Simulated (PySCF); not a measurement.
**[NH4]+ (ammonium): CCSDT/STO-3G**

Aim: the energy change on altering one bond length of [NH4]+ (ammonium) at CCSDT/STO-3G, from 2 runs. Input form: a Python script.

The calculation is run with PySCF 2.14.0.

16 further runs of the same task are left out: 4 that didn't finish, 12 set aside as unsound or not needed.

**1. Starting point**

[NH4]+: 5 atoms, total charge +1, spin state singlet. SMILES: `[NH4+]`. The coordinates come from a GFN2-xTB relaxation.

Bond lengths: N1–H2 1.030 Å, N1–H3 1.029 Å, N1–H4 1.030 Å, N1–H5 1.030 Å. Angles: H2–N1–H3 109.5°, H2–N1–H4 109.4°, H2–N1–H5 109.5°, H3–N1–H4 109.5°, H3–N1–H5 109.4°, H4–N1–H5 109.5°.

**2. The energy at CCSDT/STO-3G**

File run.py:

```python
from pyscf import gto, cc

system = gto.M(
    atom=[
    ('N', (0.000080, 0.000050, -0.000010)),
    ('H', (0.455870, -0.450720, 0.805650)),
    ('H', (-0.977900, 0.217540, 0.236550)),
    ('H', (0.024080, -0.637350, -0.808220)),
    ('H', (0.497880, 0.870480, -0.233970)),
],
    spin=0,
    max_memory=1860,
    verbose=3,
    basis='sto-3g',
    charge=1,
)

hf = system.RHF()
hf.conv_tol = 1e-10
hf.kernel()
if not hf.converged:
    hf = hf.newton().run(hf.mo_coeff, hf.mo_occ)

mycc = cc.CCSDT(hf, frozen=1)
mycc.kernel()
e_final = mycc.e_tot
print(f'total energy: {e_final:.8f} hartree')
```

Started as:

```
$ OMP_NUM_THREADS=1 python run.py
```

The log of the run:

```text
converged SCF energy = -55.8680753038534
_make_eris_incore_RCCSDT

WARN: A large `blksize` is being used, which may cause large memory consumption
      for storing contraction intermediates. If memory is sufficient, consider using
      `pyscf.cc.rccsdt_highm.RCCSDT` instead.

WARN: A large `blksize_oovv` is being used, which may cause large memory consumption
      for storing contraction intermediates. If memory is sufficient, consider using
      `pyscf.cc.rccsdt_highm.RCCSDT` instead.

WARN: A large `blksize_oooo` is being used, which may cause large memory consumption
      for storing contraction intermediates. If memory is sufficient, consider using
      `pyscf.cc.rccsdt_highm.RCCSDT` instead.

RCCSDT converged
E(RCCSDT) = -55.94954282866723   E_corr = -0.08146752481385458
E_corr(same-spin) = -0.00380463585525238
E_corr(oppo-spin) = -0.0776628889586022
total energy: -55.94954283 hartree
```

Run time: 0.69 s. Hardware: 1 thread of Arm Neoverse V2, shared host; peak memory 0.12 GiB.

**3. The distorted shape, same level**

File job.py:

```python
from pyscf import gto, scf, cc

molecule = gto.Mole()
molecule.atom = '''
N   -0.019121   0.509992   0.646586
H    0.436669   0.059222   1.452246
H   -0.997101   0.727482   0.883146
H    0.024080  -0.637350  -0.808220
H    0.478679   1.380422   0.412626
'''
molecule.basis = 'sto-3g'
molecule.max_memory = 1860
molecule.verbose = 3
molecule.charge = 1
molecule.build()

hf = scf.RHF(molecule)
hf.conv_tol = 1e-10
hf.kernel()
if not hf.converged:
    hf = hf.newton().run(hf.mo_coeff, hf.mo_occ)

mycc = cc.CCSDT(hf, frozen=1)
mycc.kernel()
e_tot = mycc.e_tot
print('E = %.10f Eh' % e_tot)
```

Started as:

```
$ OMP_NUM_THREADS=1 python job.py
```

The log of the run:

```text
converged SCF energy = -55.6672452082164
_make_eris_incore_RCCSDT

WARN: A large `blksize` is being used, which may cause large memory consumption
      for storing contraction intermediates. If memory is sufficient, consider using
      `pyscf.cc.rccsdt_highm.RCCSDT` instead.

WARN: A large `blksize_oovv` is being used, which may cause large memory consumption
      for storing contraction intermediates. If memory is sufficient, consider using
      `pyscf.cc.rccsdt_highm.RCCSDT` instead.

WARN: A large `blksize_oooo` is being used, which may cause large memory consumption
      for storing contraction intermediates. If memory is sufficient, consider using
      `pyscf.cc.rccsdt_highm.RCCSDT` instead.

RCCSDT converged
E(RCCSDT) = -55.79430580886852   E_corr = -0.1270606006520758
E_corr(same-spin) = -0.00464075643721614
E_corr(oppo-spin) = -0.12241984421486
E = -55.7943058089 Eh
```

Wall time 0.61 s (1 thread of Arm Neoverse V2, shared host); peak memory 0.1 GiB.

**4. Outcome**

Level: CCSDT/STO-3G, 1 core orbital frozen.

| quantity | value |
| --- | --- |
| first shape: total energy | -55.94954 Eh |
| first shape: HOMO energy (Hartree–Fock orbitals) | -27.27 eV |
| first shape: LUMO energy (Hartree–Fock orbitals) | 6.22 eV |
| first shape: HOMO–LUMO gap (Hartree–Fock orbitals) | 33.49 eV |
| first shape: correlation energy (1 core orbital frozen) | -81.5 mEh |
| first shape: T1 diagnostic | 0.004 |
| distorted shape: total energy | -55.79431 Eh |
| distorted shape: HOMO energy (Hartree–Fock orbitals) | -20.13 eV |
| distorted shape: LUMO energy (Hartree–Fock orbitals) | -5.16 eV |
| distorted shape: HOMO–LUMO gap (Hartree–Fock orbitals) | 14.97 eV |
| distorted shape: correlation energy (1 core orbital frozen) | -127.1 mEh |
| distorted shape: T1 diagnostic | 0.044 |
| energy change with the N1–H4 bond stretched from 1.030 to 1.853 Å | 4.224 eV |

**Reading.** With the N1–H4 bond stretched from 1.030 to 1.853 Å the energy rises by 4.22 eV (408 kJ/mol). The first shape isn't relaxed at this level, so the change isn't measured from a minimum. The minimal basis adds a large error of its own. Mulliken charges (first shape) of the mean-field density run from -0.42 on N1 to +0.36 on H2; they depend strongly on the basis. The T1 diagnostic (distorted shape) of 0.044 is above the customary mark for such species, so a single reference may not serve.
